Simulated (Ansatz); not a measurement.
This geometry of C$_{2}$H$_{2}$FN (6 atoms, charge 0, multiplicity 1) is a first-order saddle point.

These are results of Ansatz 0.2.0, RKS PBE/STO-3G, not measurements.

```xyz
6
Properties=species:S:1:pos:R:3
F -0.314 -1.639 1.085
C 0.118 -0.697 0.225
C 1.183 -0.168 -0.432
N -0.711 0.482 -0.357
H 0.416 0.729 -1.017
H -0.650 1.229 0.450
```

Which two structures does it join? (They come from a converged band through this point; their orientation in space is the band's.)

Bonds broken: C3–H5. Bonds formed: N4–H5.

First end point:

```xyz
6
Properties=species:S:1:pos:R:3
F -0.119 -1.748 1.076
C -0.074 -0.666 0.281
C 0.452 0.061 -0.679
N -0.890 0.652 0.003
H 1.152 0.295 -1.489
H -0.478 1.342 0.763
```

Last end point:

```xyz
6
Properties=species:S:1:pos:R:3
F -0.534 -1.745 0.769
C 0.280 -0.727 0.393
C 1.434 0.007 0.216
N -0.144 0.531 -0.303
H -0.369 0.549 -1.337
H -0.625 1.320 0.215
```

How far does it lie above each of them?

1.85 eV above the first and 0.79 eV above the second. This is the barrier of this one path; another mechanism may lie lower. The orbitals stay closed-shell, which can raise the energy where a bond breaks towards radicals; this wasn't checked here. Limits of this set-up: minimal basis.

Run time: 53 s on 1 thread of Arm Neoverse V2, with other jobs on the host, peak memory 0.18 GiB.
